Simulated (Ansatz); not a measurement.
Si–BH$_{2}$, quartet: reading a ladder of total energies

Geometry: a PBE0/def2-TZVP stationary point for this spin, not checked as a minimum.

```yaml
atoms:
  - { symbol: Si, position_ang: [0.0000, 0.0000, 0.6500] }
  - { symbol: B, position_ang: [0.0000, 0.0000, -1.3428] }
  - { symbol: H, position_ang: [0.0000, -1.0760, -1.8539] }
  - { symbol: H, position_ang: [0.0000, 1.0760, -1.8539] }
```

Basis 6-31G; Ansatz 0.2.0. Correlated methods freeze the noble-gas cores, which leaves 9 electrons in 20 orbitals. R marks a restricted (for open shells ROHF) determinant, U an unrestricted one.

Full CI is exact within this basis and frozen core; it isn't the basis-set limit. The frozen core follows each run's orbitals, which can shift R against U totals by a few meV.

Runs differ by some tens of microhartree through their thresholds and, for an open shell, their frozen cores, so steps under 0.1 kcal/mol mean nothing.

```
    level  total energy (hartree)
      UHF             -314.621463
     UMP2             -314.693556
    UCCSD             -314.717548
 UCCSD(T)             -314.720016
   UCCSDT             -314.720838
UCCSDT(Q)             -314.720917
  UCCSDTQ             -314.720928
  full CI             -314.720926
```

Q: What is the correlation energy at full CI, and what share of it do UMP2 and UCCSDT recover?

A: E(corr) = -314.720926 − (-314.621463) = -0.099463 hartree = -2.707 eV. UMP2: -0.072093 / -0.099463 = 72.48 %. UCCSDT: -0.099375 / -0.099463 = 99.91 %.

Q: By how many kcal/mol does UCCSD(T) miss full CI (1 hartree = 627.509 kcal/mol), and which steps make up the rest?

A: -314.720016 − (-314.720926) = 0.000910 hartree = 0.57 kcal/mol. Steps: UCCSDT − UCCSD(T) = -0.52, UCCSDT(Q) − UCCSDT = -0.05, UCCSDTQ − UCCSDT(Q) = -0.01, full CI − UCCSDTQ = 0.00 kcal/mol. That is within 1 kcal/mol of the reference in this basis, which itself misses far more of the correlation at the basis-set limit.
